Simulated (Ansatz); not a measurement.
**Mg₂H (doublet): wave-function methods side by side at angle Mg2–Mg1–H3 = 91.8°, cc-pVDZ**

How much of the correlation energy of Mg₂H (doublet) does each wave-function method recover here?

Method: cc-pVDZ, core rule «outside noble gas», up to 10 orbitals frozen; program: Ansatz 0.2.0, Gaussian basis.

Plan: UHF; CCSD(T) on ROHF; CCSD(T) on UHF; BCCD(T) on ROHF; CISD as a restricted active space (open shells left free, so some higher excitations enter); CCSDT(Q) on ROHF; CCSDT(Q) on UHF; CASSCF and MRCISD+Q, 3 electrons in 3 orbitals; CASSCF and NEVPT2, 3 electrons in 3 orbitals; Full CI.

22 further runs of the same task are left out: 12 for a known fault of the program, 8 that didn't finish, 2 set aside as unsound or not needed. Runs told in other sessions of the task aren't counted.

### Step 1. The geometry

The geometry derives from a PBE0/def2-TZVP stationary point (not a proven minimum). One angle is set to the value named; bond lengths are kept.

3 atoms, charge 0, spin multiplicity 2.

Atoms are counted from 1 here; the program's logs count them from 0.

Bond lengths: Mg1–H3 1.736 Å.

### Step 2. UHF

File in.yaml:

```yaml
crystal:
  periodic: [false, false, false]
  atoms:
    - {symbol: Mg, position_ang: [-1.063645, 0.000000, 1.046951]}
    - {symbol: Mg, position_ang: [1.057658, 0.000000, -1.142064]}
    - {symbol: H, position_ang: [0.144358, 0.000000, 2.293513]}
basis:
  gaussian: {orbitals: cc-pVDZ}
magnetization: {spin_polarized: true, initial_magnetization: 1}
hamiltonian: {xc: hf}
output: {orbitals: {seedname: orbitals}}
```

Run with:

```console
ansatz run in.yaml --threads 1 --pin off --events-out ev --progress --plain --max-ram 2393MiB
```

After this run come: CCSD(T) on ROHF; CCSD(T) on UHF; BCCD(T) on ROHF; CISD as a restricted active space (open shells left free, so some higher excitations enter); CCSDT(Q) on ROHF; CCSDT(Q) on UHF; CASSCF and MRCISD+Q, 3 electrons in 3 orbitals; CASSCF and NEVPT2, 3 electrons in 3 orbitals; Full CI.

Before running them: what should the planned runs give, taken together? Wanted: FCI from the RHF energy; RMP2 from FCI; UMP2 from FCI; RCCSD from FCI; RCCSD(T) from FCI; UCCSD(T) from FCI; RCCSDT(Q) from FCI; UCCSDT(Q) from FCI; NEVPT2 pair from FCI.

The runs gave:

| quantity | value |
| --- | --- |
| FCI from the ROHF energy | -2.1253 eV |
| RMP2 from FCI | +15.34 kcal/mol |
| UMP2 from FCI | +16.59 kcal/mol |
| RCCSD from FCI | +1.50 kcal/mol |
| RCCSD(T) from FCI | +0.49 kcal/mol |
| UCCSD(T) from FCI | +0.50 kcal/mol |
| RCCSDT(Q) from FCI | +0.01 kcal/mol |
| UCCSDT(Q) from FCI | 0.00 kcal/mol |
| NEVPT2 pair from FCI | +14.84 kcal/mol |
| MRCISD+Q pair from FCI | -1.14 kcal/mol |
| levels within 1 kcal/mol (43 meV) | RCCSD(T), UCCSD(T), BCCD(T), RCCSDT, UCCSDT, RCCSDT(Q), UCCSDT(Q) |
| T1 diagnostic | 0.036 |
| effectively unpaired electrons | 1.12 |

RCCSD(T) misses by +0.49 kcal/mol, 1.0 % of the correlation energy. MRCISD+Q pair falls below full CI: the +Q correction isn't variational, and the cores differ from full CI's. One determinant dominates. Of the multireference levels listed MRCISD+Q pair comes nearest in total energy (-1.14 kcal/mol), which doesn't show that its space is the better one. These misses are within one basis, not against nature; the frozen cores of restricted and unrestricted runs differ, which can shift their rows.

Levels on UHF freeze UHF's core orbitals, full CI those of ROHF, so the U rows can settle a little off it for that reason alone.

With open shells the CI space here admits some higher excitations, so it is larger than plain CISD.
